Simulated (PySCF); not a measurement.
First hyperpolarisability: cyclopropanecarboxylic acid (O=C(O)C1CC1, C$_{4}$H$_{6}$O$_{2}$)

Geometry:
| atom | x (Å) | y (Å) | z (Å) |
| --- | --- | --- | --- |
| O1 | 1.331 | -0.775 | -1.209 |
| C2 | 1.018 | -0.741 | -0.046 |
| O3 | 1.692 | -1.416 | 0.903 |
| C4 | -0.114 | 0.017 | 0.513 |
| C5 | -1.349 | 0.124 | -0.350 |
| C6 | -0.476 | 1.308 | -0.177 |
| H7 | 2.408 | -1.880 | 0.448 |
| H8 | -0.243 | -0.049 | 1.584 |
| H9 | -1.306 | -0.392 | -1.300 |
| H10 | -2.301 | 0.095 | 0.162 |
| H11 | 0.153 | 1.591 | -1.011 |
| H12 | -0.812 | 2.118 | 0.457 |

Method used: PySCF, quadratic response CAM-B3LYP/def2-TZVPD first hyperpolarisability, Taylor convention, gas phase. Geometry: PBE0-D3(BJ)/def2-TZVP.

(1) Give β for the processes computed.

(2) Which lowest excitations, dipole and polarisabilities go with it?

Answers

(1) In au, Taylor convention; the vector part is βᵢ = ⅓ Σⱼ (βᵢⱼⱼ + βⱼᵢⱼ + βⱼⱼᵢ); β∥ is 3/5 of the vector part along the dipole, the dipole points from − to +:
| process | λ (nm) | β vector norm | β∥ | β HRS | depolarisation ratio |
| --- | --- | --- | --- | --- | --- |
| static β(0;0,0) | ∞ | 71.9 | 27.8 | 44.5 | 2.38 |
| second harmonic β(−2ω;ω,ω) | 1907 | 76.9 | 29.6 | 46.8 | 2.43 |
| Pockels β(−ω;ω,0) | 1907 | 73.6 | 28.4 | – | – |
| second harmonic β(−2ω;ω,ω) | 1064 | 89.4 | 34.1 | 52.3 | 2.53 |
| Pockels β(−ω;ω,0) | 1064 | 77.3 | 29.7 | – | – |

(2) S1 6.05 eV (f = 0.000); S2 7.38 eV (f = 0.081); S3 7.91 eV (f = 0.161); dipole 1.73 D; isotropic α 53.6 au static, 53.7 au at 1907 nm, 54.0 au at 1064 nm, 54.1 au at 953.5 nm, 55.2 au at 532 nm.
